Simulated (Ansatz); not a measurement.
# A geometry optimisation of C3H8O with r2SCAN-D4/def2-SVP

The starting geometry of this gas-phase triplet was optimised with GFN2-xTB as a singlet; its bonds are those of `CCCO`.

| atom | x (Å) | y (Å) | z (Å) |
| --- | --- | --- | --- |
| C | -1.0759 | -0.2563 | -0.6651 |
| C | -0.2884 | -0.5906 | 0.5960 |
| C | 0.8532 | 0.4012 | 0.8277 |
| O | 1.8117 | 0.3895 | -0.2032 |
| H | -0.4072 | -0.2055 | -1.5213 |
| H | -1.5669 | 0.7081 | -0.5587 |
| H | -1.8334 | -1.0127 | -0.8566 |
| H | -0.9472 | -0.5725 | 1.4659 |
| H | 0.1284 | -1.5988 | 0.5123 |
| H | 1.3330 | 0.1905 | 1.7961 |
| H | 0.4656 | 1.4223 | 0.8501 |
| H | 2.1388 | -0.5112 | -0.3075 |

Q: Predict what it relaxes into with r2SCAN-D4/def2-SVP.

A: It loosens into C3H7O + H, which stay close as a complex. Contacts that open: O4–H12 (0.96 → 2.22 Å).

The energy falls by 2.61 eV over 17 steps:

| step | E − E(last) (eV) |
| --- | --- |
| 1 | 2.608 |
| 3 | 1.085 |
| 5 | 0.094 |
| 6 | 0.027 |
| 8 | 0.002 |
| 10 | 0.001 |
| 12 | 0.000 |
| 13 | 0.000 |
| 15 | 0.000 |
| 17 | 0.000 |

Final geometry (Å):

```yaml
atoms:
  - { symbol: C, position_ang: [-1.2251, -0.2105, -0.6651] }
  - { symbol: C, position_ang: [-0.3359, -0.5629, 0.5161] }
  - { symbol: C, position_ang: [0.8092, 0.4676, 0.7667] }
  - { symbol: O, position_ang: [1.5891, 0.4771, -0.3407] }
  - { symbol: H, position_ang: [-0.6533, -0.1933, -1.6040] }
  - { symbol: H, position_ang: [-1.6878, 0.7813, -0.5351] }
  - { symbol: H, position_ang: [-2.0366, -0.9472, -0.7712] }
  - { symbol: H, position_ang: [-0.9111, -0.6002, 1.4571] }
  - { symbol: H, position_ang: [0.1298, -1.5529, 0.3799] }
  - { symbol: H, position_ang: [1.3529, 0.1572, 1.6847] }
  - { symbol: H, position_ang: [0.3202, 1.4549, 0.9288] }
  - { symbol: H, position_ang: [3.2602, -0.9069, 0.1185] }
```

The end wasn't checked by frequencies. Open shells are spin-unrestricted. The triplet needn't be the ground state. Run with Ansatz 0.2.0, 62 s on 4 threads of Arm Neoverse V1, on a shared host.
